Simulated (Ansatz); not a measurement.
The cluster Al₃H₃, relaxed as a singlet with RKS PBE-D4/def2-TZVP in Ansatz, starting from the GFN2-xTB geometry. Force threshold 0.02 eV/Å.

The restricted singlet is unstable towards broken spin symmetry in Hartree–Fock (as tested in another run); at PBE-D4/def2-TZVP this wasn't settled. The structure comes from a short search, and lower isomers may exist.

Start:

| atom | x (Å) | y (Å) | z (Å) |
| --- | --- | --- | --- |
| Al1 | -0.691 | -1.205 | 0.696 |
| Al2 | -0.044 | 0.138 | -1.558 |
| Al3 | 0.736 | 1.087 | 0.856 |
| H4 | -0.105 | 0.260 | -3.263 |
| H5 | -1.441 | -2.536 | 1.460 |
| H6 | 1.546 | 2.256 | 1.808 |

```json
{"step": "1", "energy (eV)": "-19826.1802", "largest force component (eV/Å)": "0.722", "SCF passes": "16"}
{"step": "2", "energy (eV)": "-19826.2912", "largest force component (eV/Å)": "0.057", "SCF passes": "18"}
{"step": "3", "energy (eV)": "-19826.2919", "largest force component (eV/Å)": "0.036", "SCF passes": "19"}
{"step": "4", "energy (eV)": "-19826.3158", "largest force component (eV/Å)": "0.593", "SCF passes": "23"}
{"step": "5", "energy (eV)": "-19826.3719", "largest force component (eV/Å)": "0.838", "SCF passes": "23"}
{"step": "6 (rejected)", "energy (eV)": "-19826.2344", "largest force component (eV/Å)": "0.781", "SCF passes": "28"}
{"step": "7", "energy (eV)": "-19826.5165", "largest force component (eV/Å)": "0.654", "SCF passes": "21"}
{"step": "8", "energy (eV)": "-19826.6690", "largest force component (eV/Å)": "0.327", "SCF passes": "24"}
{"step": "9", "energy (eV)": "-19826.8100", "largest force component (eV/Å)": "0.374", "SCF passes": "24"}
{"step": "10", "energy (eV)": "-19826.8647", "largest force component (eV/Å)": "0.606", "SCF passes": "22"}
{"step": "11", "energy (eV)": "-19826.9038", "largest force component (eV/Å)": "0.341", "SCF passes": "20"}
{"step": "12", "energy (eV)": "-19826.9380", "largest force component (eV/Å)": "0.299", "SCF passes": "21"}
{"step": "13", "energy (eV)": "-19826.9825", "largest force component (eV/Å)": "0.262", "SCF passes": "20"}
{"step": "14", "energy (eV)": "-19827.0447", "largest force component (eV/Å)": "0.282", "SCF passes": "20"}
{"step": "15", "energy (eV)": "-19827.1259", "largest force component (eV/Å)": "0.302", "SCF passes": "20"}
{"step": "16", "energy (eV)": "-19827.2275", "largest force component (eV/Å)": "0.328", "SCF passes": "20"}
{"step": "17", "energy (eV)": "-19827.3436", "largest force component (eV/Å)": "0.338", "SCF passes": "20"}
{"step": "18", "energy (eV)": "-19827.4612", "largest force component (eV/Å)": "0.355", "SCF passes": "20"}
{"step": "19", "energy (eV)": "-19827.5639", "largest force component (eV/Å)": "0.217", "SCF passes": "18"}
{"step": "20", "energy (eV)": "-19827.6283", "largest force component (eV/Å)": "0.268", "SCF passes": "19"}
{"step": "21", "energy (eV)": "-19827.6420", "largest force component (eV/Å)": "0.154", "SCF passes": "19"}
{"step": "22", "energy (eV)": "-19827.6508", "largest force component (eV/Å)": "0.057", "SCF passes": "21"}
{"step": "23", "energy (eV)": "-19827.6514", "largest force component (eV/Å)": "0.021", "SCF passes": "22"}
{"step": "24 (rejected)", "energy (eV)": "-19827.6514", "largest force component (eV/Å)": "0.030", "SCF passes": "16"}
{"step": "25", "energy (eV)": "-19827.6515", "largest force component (eV/Å)": "0.006", "SCF passes": "14"}
```

Force components are those of the run's own axes.

End:

Cartesian coordinates in Å:
```
Al -0.436 -1.325 0.093
Al 0.867 -0.409 -1.790
Al 0.983 0.960 0.258
H -0.606 0.427 -0.729
H -1.691 -1.896 0.934
H 0.884 2.244 1.234
```

Bonds lost: Al2–H4 (atoms count from 1).

No frequencies were taken in this run, so the end may be a saddle point.

Run time 16 s (4 threads of Arm Neoverse V2 on a shared host).
